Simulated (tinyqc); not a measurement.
Inside a calculation. Method: geometry optimisation on the UHF/sto-6g surface (energies and gradients from PySCF), for CH, spin multiplicity 4. Computed by tinyqc, a small Python program that keeps every step (integrals from PySCF). Settings: charge = 0, multiplicity = 4, basis = sto-6g, optimiser = bfgs, first Hessian = 0.3, largest step = 0.3, iteration cap = 30. Command: `OMP_NUM_THREADS=1 python tinyqc.py 23497 23498 out.jsonl` (the two numbers bound the seeds that draw the settings). One thread of a shared host (Intel(R) Xeon(R) Processor @ 2.60GHz), about 0.6 s of CPU time with the checks.

## Step 1: energy and gradient

positions at the start (bohr):
```
           x         y         z
1C  0.000000  0.000000  0.000000
2H  0.000000  0.000000  2.127832
```

Self-consistent energy and analytic gradient at these positions.

energy = -38.16833877 hartree

gradient (hartree/bohr):
```
             x           y            z
1C  0.00000000  0.00000000  -0.04290780
2H  0.00000000  0.00000000   0.04290780
```

## Step 1: move

Quasi-Newton step p = -H^(-1) g (first H = 0.3 times the unit matrix); steps longer than 0.3 bohr are cut back.

positions after step 1 (bohr):
```
           x         y         z
1C  0.000000  0.000000  0.143026
2H  0.000000  0.000000  1.984806
```

## Step 2: energy and gradient

As before.

energy = -38.16056571 hartree

gradient (hartree/bohr):
```
             x           y            z
1C  0.00000000  0.00000000   0.11783757
2H  0.00000000  0.00000000  -0.11783757
```

## Step 2: move

inverse Hessian in use (bohr^2/hartree), lower triangle:
```
          1         2         3         4         5         6
1  3.333333
2  0.000000  3.333333
3  0.000000  0.000000  2.111550
4  0.000000  0.000000  0.000000  3.333333
5  0.000000  0.000000  0.000000  0.000000  3.333333
6  0.000000  0.000000  1.221783  0.000000  0.000000  2.111550
```

Quasi-Newton step p = -H^(-1) g (the inverse Hessian comes from BFGS updates; coordinates in the order x, y, z of each atom); steps longer than 0.3 bohr are cut back.

positions after step 2 (bohr):
```
           x         y         z
1C  0.000000  0.000000  0.038178
2H  0.000000  0.000000  2.089654
```

## Step 3: energy and gradient

As before.

energy = -38.17045387 hartree

gradient (hartree/bohr):
```
             x           y            z
1C  0.00000000  0.00000000  -0.01138831
2H  0.00000000  0.00000000   0.01138831
```

## Step 3: move

inverse Hessian in use (bohr^2/hartree), lower triangle:
```
          1         2         3         4         5         6
1  3.333333
2  0.000000  3.333333
3  0.000000  0.000000  2.072344
4  0.000000  0.000000  0.000000  3.333333
5  0.000000  0.000000  0.000000  0.000000  3.333333
6  0.000000  0.000000  1.260989  0.000000  0.000000  2.072344
```

As before.

positions after step 3 (bohr):
```
           x         y         z
1C  0.000000  0.000000  0.047418
2H  0.000000  0.000000  2.080414
```

## Convergence

Stop when the largest gradient component is below 3e-5 hartree/bohr. The inverse Hessian follows the BFGS update with s = step, y = change of gradient.

Course of the optimisation:
```
step   E (hartree)  largest gradient (hartree/bohr)
1     -38.16833877                         4.29e-02
2     -38.16056571                         1.18e-01
3     -38.17045387                         1.14e-02
4     -38.17058485                         2.71e-03
5     -38.17059246                         9.10e-05
6     -38.17059247                         6.95e-07
```

Final distances (angstrom):
```
pair   distance
2H-1C  1.072854
```

Converged in 6 steps.
